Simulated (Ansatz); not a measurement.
# GeS (Pnma, No. 62)

These are PBE0 (Ansatz, an electronic-structure program, plane waves, PAW) values and carry that method's errors.

Run with plane-wave cutoff 460 eV, 4×8×6 k mesh (along the axes of the cell as run), Fermi–Dirac smearing 0.05 eV, scalar-relativistic PAW data made under PBE.

Cell (relaxed at this level):

Space group Pnma (No. 62); a = 10.8114 Å, b = 3.5936 Å, c = 4.5011 Å, α = β = γ = 90.00°

```json
[
 {"atom": "Ge", "site": "4c", "symmetry": ".m.", "x": "0.3722", "y": "0.2500", "z": "0.3630"},
 {"atom": "S", "site": "4c", "symmetry": ".m.", "x": "0.1555", "y": "0.2500", "z": "0.5087"}
]
```

```
Property                                Result
--------  ------------------------------------
band gap  2.38 eV (on the SCF k mesh) (direct)
```

Measured, for comparison: band gap 1.65 eV (room temperature, no zero-point or thermal correction, our sources range from 1.58 to 1.65; as tabulated in Setten et al. (2017), arXiv:1709.07349).

Note: the cell comes from a level without a dispersion term, which matters for the spacing of layers, chains or molecules; the volume lies 7 % above that of the published cell; the cell has widely spaced layers and the level no dispersion term, so their spacing and the moduli can rest on weak binding.

Spin–orbit coupling is not included.

The computed numbers hold no vibrational or temperature effects.
